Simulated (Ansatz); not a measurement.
How far each method lies from full CI for NH$_{4}$⁺, singlet

Geometry: a PBE0/def2-TZVP stationary point for this spin, not checked as a minimum.

```yaml
atoms:
  - { symbol: N, position_ang: [0.0000, 0.0000, 0.0000] }
  - { symbol: H, position_ang: [0.5903, 0.5923, 0.5902] }
  - { symbol: H, position_ang: [-0.5929, -0.5882, 0.5917] }
  - { symbol: H, position_ang: [-0.5890, 0.5896, -0.5943] }
  - { symbol: H, position_ang: [0.5916, -0.5937, -0.5876] }
```

Basis 6-31G; Ansatz 0.2.0. Only valence electrons are correlated (noble-gas cores frozen), which leaves 8 electrons in 16 orbitals. Prefix R: restricted or restricted open-shell reference. Active spaces: valence = (8e, 8o) chosen from the atoms' valence shells.

Full CI is exact within this basis and frozen core; it isn't the basis-set limit.

```
UHF ⟨S²⟩                          : 0.000
T1 diagnostic (RCCSD)             : 0.0062
largest doubles amplitude (RCCSD) : 0.040
```

```json
{"level": "RHF", "E − E(full CI) (kcal/mol)": "84.30", "share of correlation (%)": "0.00", "wall time": "–"}
{"level": "RMP2", "E − E(full CI) (kcal/mol)": "10.55", "share of correlation (%)": "87.48", "wall time": "–"}
{"level": "CISD", "E − E(full CI) (kcal/mol)": "4.36", "share of correlation (%)": "94.83", "wall time": "0.12 s"}
{"level": "RCCSD", "E − E(full CI) (kcal/mol)": "1.08", "share of correlation (%)": "98.72", "wall time": "–"}
{"level": "RCCSD(T)", "E − E(full CI) (kcal/mol)": "0.24", "share of correlation (%)": "99.71", "wall time": "0.12 s"}
{"level": "BCCD(T)", "E − E(full CI) (kcal/mol)": "0.24", "share of correlation (%)": "99.71", "wall time": "0.15 s"}
{"level": "RCCSDT", "E − E(full CI) (kcal/mol)": "0.17", "share of correlation (%)": "99.80", "wall time": "–"}
{"level": "CISDTQ", "E − E(full CI) (kcal/mol)": "0.12", "share of correlation (%)": "99.86", "wall time": "0.51 s"}
{"level": "RCCSDT(Q)", "E − E(full CI) (kcal/mol)": "0.00", "share of correlation (%)": "100.00", "wall time": "0.3 s"}
{"level": "RCCSDTQ", "E − E(full CI) (kcal/mol)": "0.01", "share of correlation (%)": "99.99", "wall time": "1.3 s"}
{"level": "CASSCF (valence space)", "E − E(full CI) (kcal/mol)": "17.48", "share of correlation (%)": "79.27", "wall time": "–"}
{"level": "NEVPT2 (valence space)", "E − E(full CI) (kcal/mol)": "3.96", "share of correlation (%)": "95.30", "wall time": "1.3 s"}
{"level": "MRCISD (valence space)", "E − E(full CI) (kcal/mol)": "0.19", "share of correlation (%)": "99.78", "wall time": "–"}
{"level": "MRCISD+Q (valence space)", "E − E(full CI) (kcal/mol)": "0.00", "share of correlation (%)": "100.00", "wall time": "1.8 s"}
```

The correlation energy at full CI, counted from RHF, is -3.656 eV. That run took 2 s on 1 thread of Intel Xeon 6975P-C, shared host over 828,944 determinants.

Times hold each run's SCF and search for its determinant on a shared host, so for small cases they say little of a method's own cost; they ran on 1 thread of Intel Xeon 6975P-C.

The full-CI state has the irrep A1 of C2v, in the program's axes (one component, if the state is degenerate).

Natural occupations of full CI about the gap: 1.983 1.971 1.971 1.971 0.023 0.023 0.023 0.019 0.004 0.004; effectively unpaired electrons, Σ n²(2−n)², 0.02.
